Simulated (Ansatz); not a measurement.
# Relaxing MgRe3

All numbers below come from Ansatz, DFT PBE, scalar-relativistic, plane waves, PAW.

The start puts MgRe3 on the Cu3Au (L1_2) structure type (Pm-3m, No. 221), with Mg in place of Au, Re in place of Cu, at a guessed volume.

Input of the last, converged step (default PAW datasets):

```yaml
crystal:
  lattice:
    - [3.9219818349, 0.0, 0.0]
    - [0.0, 3.9219818349, 0.0]
    - [0.0, 0.0, 3.9219818349]
  atoms:
    - { symbol: Mg, position: [0.0, 0.0, 0.0] }
    - { symbol: Re, position: [0.0, 0.5, 0.5] }
    - { symbol: Re, position: [0.5, 0.0, 0.5] }
    - { symbol: Re, position: [0.5, 0.5, 0.0] }
basis:
  ecutwfc: 420
kpoints:
  mp_grid: { grid: [12, 12, 12] }
hamiltonian:
  xc: pbe
scf:
  occupations: { method: gaussian, width: 0.1 }
output:
  forces: true
  stress: true
  eigenvalues: true
relax:
  adjacent_minimum: "off"
  f_tol: 0.01
  max_steps: 80
  cell: { stress_tol: 0.05 }
```

Launched as:

```bash
ansatz run input.yaml --threads 1 --pin off --max-ram 2560MiB --backend cpu --events-out ev --progress --plain --runs-dir out
```

Time: 83 s on 1 thread of Arm Neoverse N1, with other jobs on the host, peak memory 0.41 GiB.

The program printed at the end:

```
SCF converged after 9 iterations
Free energy (F): -34525.913768 eV
Harris-Foulkes:  -34525.913768 eV  (|F-HF|=0.00e0)
Internal energy: -34525.887758 eV  (E = F + TS)
E sigma→0 (E₀):  -34525.900763 eV
Entropy (-TS):   -0.026010 eV (-6.502 meV/atom)
Fermi energy:    19.689792 eV
--- Per-component energies (eV) ---
  E_band       = -623.858938
  E_kinetic    = 1693.612128
  E_local      = -3928.369804  (includes V_loc(G=0)·N_el)
  E_nonlocal   = 244.937021
  E_hartree    = 1383.881773
  E_xc         = -1238.551603
  E_vxc        = -946.714109  (∫ρ·V_xc dr)
  E_paw        = -26268.247866  (= ΣΔE_a)
  E_vpaw       = -455.087509  (= ΣTr[D̂ρ^β])
  E_aug_tail   = -0.000213  (compensation charges beyond the density's cutoff)
  E_ewald      = -6413.149196
  E_smearing   = -0.026010  (= −TS)
  E_closure    = 0.000000  (closes the sum)
  Σ components = -34525.913768   (vs F -34525.913768, Δ=0.00e0)
--- Forces (eV/Å), atoms counted from 1 ---
  atom   1  Mg     0.00000000     0.00000000     0.00000000
  atom   2  Re     0.00000000     0.00000000     0.00000000
  atom   3  Re     0.00000000     0.00000000     0.00000000
  atom   4  Re     0.00000000     0.00000000     0.00000000
  max |Σ_I F_I| component: 2.07e-29 eV/Å
--- Stress (GPa, compression-positive) ---
       -0.003549       0.000000       0.000000
        0.000000      -0.003549       0.000000
        0.000000       0.000000      -0.003549
  P = ⅓ Tr σ = -0.0035 GPa (-0.035 kbar)
--- Relaxed structure (4 steps of the walk, 3 accepted, 1 SCFs on fresh bases) ---
  F+E_penalty+E_count = -34525.91376824 eV   max|allowed force component| = 7.435e-30 eV/Å   (the final SCF, on the basis selected at the relaxed cell)
  cell:  # Å, volume = 61.1669 Å³
    - [3.940084, 0.000000, 0.000000]
    - [0.000000, 3.940084, 0.0]
    - [0.000000, 0.0, 3.940084]
  atoms:
    - { symbol: Mg, position: [0.000000, 0.000000, 0.000000] }
    - { symbol: Re, position: [0.000000, 0.5, 0.5] }
    - { symbol: Re, position: [0.5, 0.000000, 0.5] }
    - { symbol: Re, position: [0.5, 0.5, 0.000000] }
```

Total energies depend on the potentials used, so only differences within one code and one set of settings carry meaning.

The result has space group Pm-3m (No. 221). Mg has 12 Re at 2.79 Å; Re is coordinated by 4 Mg at 2.79 Å and 8 Re at 2.79 Å.

Against the elements it lies at 0.53 eV/atom. Formation energies are uncorrected and refer to the elements' standard structures at the same level.

For metals, differences of a few meV/atom aren't resolved. Spin–orbit coupling is left out.

Symmetry constrained the relaxation, so the result can be a saddle point.